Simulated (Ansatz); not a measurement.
# CHB (triplet): the correlation ladder at distance B1–H3 = 3.235 Å, 6-31G

The task here is to estimate one member of a computed series from the others.

Program: Ansatz 0.2.0, Gaussian basis. Level of theory: 6-31G, core rule «outside noble gas», up to 2 orbitals frozen. These are calculated values, not measurements.

The runs, in order: UHF; CCSD(T) on ROHF; CCSD(T) on UHF; BCCD(T) on ROHF; CISD; CCSDT(Q) on ROHF; CCSDT(Q) on UHF; CISDTQ; CCSDTQ on ROHF; CCSDTQ on UHF; CASSCF and MRCISD+Q, 4 electrons in 4 orbitals; CASSCF and NEVPT2, 4 electrons in 4 orbitals; CASSCF and MRCISD+Q, 8 electrons in 9 orbitals; CASSCF and NEVPT2, 8 electrons in 9 orbitals; Full CI; Full CI in the symmetry of the determinant.

20 further runs of the same task are left out: 2 for a mislabelled method, 10 that didn't finish, 8 set aside as unsound or not needed.

## What is computed

The geometry derives from a PBE0/def2-TZVP stationary point (not a proven minimum). One bond is set to the value named and the two fragments are kept rigid.

3 atoms, charge 0, spin multiplicity 3.

Atoms are counted from 1 here; the program's logs count them from 0.

Bond lengths: B1–C2 1.449 Å.

The first run:

in.yaml reads:

```yaml
crystal:
  periodic: [false, false, false]
  atoms:
    - {symbol: B, position_ang: [0.000000, 0.000000, -0.595360]}
    - {symbol: C, position_ang: [0.000000, 0.000000, -2.044279]}
    - {symbol: H, position_ang: [0.000000, 0.000000, 2.639640]}
basis:
  gaussian: {orbitals: 6-31G}
magnetization: {spin_polarized: true, initial_magnetization: 2}
hamiltonian: {xc: hf}
output: {orbitals: {seedname: orbitals}}
```

On the command line:

```
$ ansatz run in.yaml --threads 1 --pin off --events-out ev --progress --plain --max-ram 2393MiB
```

Steps of the session up to this table: UHF; CCSD(T) on ROHF; CCSD(T) on UHF; BCCD(T) on ROHF; CISD; CCSDT(Q) on ROHF; CCSDT(Q) on UHF; CISDTQ; CCSDTQ on ROHF; CCSDTQ on UHF; CASSCF and MRCISD+Q, 4 electrons in 4 orbitals; CASSCF and NEVPT2, 4 electrons in 4 orbitals; CASSCF and MRCISD+Q, 8 electrons in 9 orbitals; CASSCF and NEVPT2, 8 electrons in 9 orbitals; Full CI; Full CI in the symmetry of the determinant.

One of the session's tables, all rows but one given; the rest of the session is left out.

It belongs to the step «Misses and costs». 

| method | from FCI (kcal/mol) |
| --- | --- |
| UMP2 | +24.98 |
| UCCSD | +4.83 |
| UCCSD(T) | +1.71 |
| UCCSDT | +0.62 |
| UCCSDT(Q) | +0.19 |
| UCCSDTQ | +0.07 |
| CASSCF pair | +74.66 |
| NEVPT2 pair | +25.08 |
| MRCISD pair | +9.16 |
| MRCISD+Q pair | ? |
| CASSCF valence | +22.88 |
| NEVPT2 valence | +6.53 |
| MRCISD valence | +0.62 |
| MRCISD+Q valence | +0.14 |
| FCI | 0 |

Estimate the missing values for MRCISD+Q pair.

As computed: from FCI (kcal/mol): -0.35. In the column «from FCI (kcal/mol)» it is the lowest.

Left out of the table: ROHF, UHF, RMP2, CISD, RCCSD, RCCSD(T), BCCD(T), RCCSDT, CISDTQ, RCCSDT(Q), RCCSDTQ (another determinant or state than the rows shown).

Caveats from the session: The determinant is far from a pure spin state, so its energy mixes those of several spin states (harmless only where they are near-degenerate, as at dissociation). The report flags that the cluster equations may have other roots. The program flags UCCSD(T), UCCSDT(Q), UCCSDTQ as in doubt, so those rows may rest on another solution; read them beside their warnings. MRCISD+Q pair falls below full CI: the +Q correction isn't variational, and the cores differ from full CI's. Levels on UHF freeze UHF's core orbitals, full CI those of ROHF, so the U rows can settle a little off it for that reason alone.
